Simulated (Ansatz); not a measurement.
# B3H+ (quartet): from Hartree-Fock to the top rungs, cc-pVDZ

One table from this session's results is given with a row withheld; the runs are named, their logs left out.

Method: cc-pVDZ, core rule «outside noble gas», up to 3 orbitals frozen; program: Ansatz 0.2.0, Gaussian basis.

The runs, in order: UHF; CCSD(T) on ROHF; CCSD(T) on UHF; BCCD(T) on ROHF; CISD; CCSDT(Q) on ROHF; CCSDT(Q) on UHF.

25 further runs of the same task are left out: 9 that didn't finish, 16 set aside as unsound or not needed.

### What is computed

The geometry is a PBE0/def2-TZVP stationary point (not a proven minimum) of the parent state, kept for this charge and spin.

4 atoms, charge 1, spin multiplicity 4.

Atoms are counted from 1 here; the program's logs count them from 0.

Bond lengths: B1–B2 1.556 Å, B1–B3 1.548 Å, B2–B3 1.853 Å, B2–H4 1.183 Å. Angles: B2–B1–B3 73.3°, B1–B2–B3 53.2°, B1–B2–H4 169.4°, B3–B2–H4 137.4°, B1–B3–B2 53.5°.

Set-up of the first run:

in.yaml reads:

```yaml
crystal:
  periodic: [false, false, false]
  atoms:
    - {symbol: B, position_ang: [0.000000, -0.796508, -0.346642]}
    - {symbol: B, position_ang: [0.000000, 0.061998, 0.950518]}
    - {symbol: B, position_ang: [0.000000, 0.685766, -0.794078]}
    - {symbol: H, position_ang: [0.000000, 0.522819, 2.040076]}
basis:
  gaussian: {orbitals: cc-pVDZ}
total_charge: 1
magnetization: {spin_polarized: true, initial_magnetization: 3}
hamiltonian: {xc: hf}
output: {orbitals: {seedname: orbitals}}
```

Command:

```sh
$ ansatz run in.yaml --threads 1 --pin off --events-out ev --progress --plain --max-ram 2393MiB
```

Among the steps run: UHF; CCSD(T) on ROHF; CCSD(T) on UHF; BCCD(T) on ROHF; CISD; CCSDT(Q) on ROHF; CCSDT(Q) on UHF.

One of the session's tables, all rows but one given; the rest of the session is left out.

```
   method  from UCCSDT(Q) (meV)
     ROHF                     ?
      UHF               +5314.6
     RMP2               +1200.2
     UMP2               +1236.0
     CISD                +616.3
    RCCSD                +308.7
    UCCSD                +301.4
 RCCSD(T)                 +66.5
 UCCSD(T)                 +68.3
  BCCD(T)                 +67.7
   RCCSDT                 +17.0
   UCCSDT                 +15.7
RCCSDT(Q)                  +1.6
UCCSDT(Q)                     0
```

Q: Estimate the row for ROHF from the others.

The run gave: from UCCSDT(Q) (meV): +5507.4. In the column «from UCCSDT(Q) (meV)» it is the highest.

Limits of these values: Restricted and unrestricted rows rest on different reference determinants; where their highest levels disagree by more than a few hundredths of an eV, they describe different states and don't form one ladder.
